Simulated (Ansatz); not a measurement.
Reaction (substitution at a C–F bond): `CC(=N)F` + CH₃NH₂ → `CNC(C)=N` + H–F

Computed with Ansatz on PBE0-D4/def2-TZVP structures; ΔE is electronic, products minus reactants. CCSD(T)/CBS is the MP2 limit (def2-TZVPP, def2-QZVPP) plus CCSD(T) − MP2 in def2-TZVPP, frozen cores. This one scheme is used for every species. DFT in def2-TZVPP. B3LYP here is the variant with VWN-RPA as its local correlation; programs differ in this. One conformer a species, not always the lowest.

| level | ΔE (kJ/mol) | difference from CCSD(T)/CBS |
| --- | --- | --- |
| PBE-D4 | -42.0 | 6.9 |
| r2SCAN-D4 | -38.7 | 10.2 |
| PBE0-D4 | -44.9 | 4.0 |
| B3LYP-D4 | -40.4 | 8.5 |
| ωB97X-V | -36.6 | 12.3 |
| ωB97M-V | -37.6 | 11.3 |
| B2PLYP | -38.0 | 10.9 |
| PBE | -35.3 | 13.6 |
| r2SCAN | -36.7 | 12.2 |
| PBE0 | -39.0 | 9.9 |
| B3LYP | -29.9 | 19.0 |
| HF/def2-TZVPP | -23.1 | 25.8 |
| MP2/def2-TZVPP | -55.2 | -6.3 |
| SCS-MP2/def2-TZVPP | -45.2 | 3.7 |
| CCSD/def2-TZVPP | -40.7 | 8.2 |
| CCSD(T)/def2-TZVPP | -43.6 | 5.3 |
| HF/def2-QZVPP | -23.6 | 25.3 |
| MP2/def2-QZVPP | -58.4 | -9.5 |
| SCS-MP2/def2-QZVPP | -48.4 | 0.5 |
| HF/CBS(def2) | -23.7 | 25.2 |
| MP2/CBS(def2) | -60.5 | -11.6 |
| CCSD/CBS(def2) | -46.0 | 2.9 |
| CCSD(T)/CBS | -48.9 | 0 |

Largest T1 diagnostic among the species: 0.012.

From PBE to PBE0 (25 % exact exchange), in def2-TZVPP and without D4, ΔE moves by −3.7 kJ/mol. The D4 term adds −10.5 kJ/mol with B3LYP and −5.8 kJ/mol with PBE0; it sums over pairs of atoms, weighted by their polarisabilities, and B3LYP, whose exchange is more repulsive, gets the larger term.
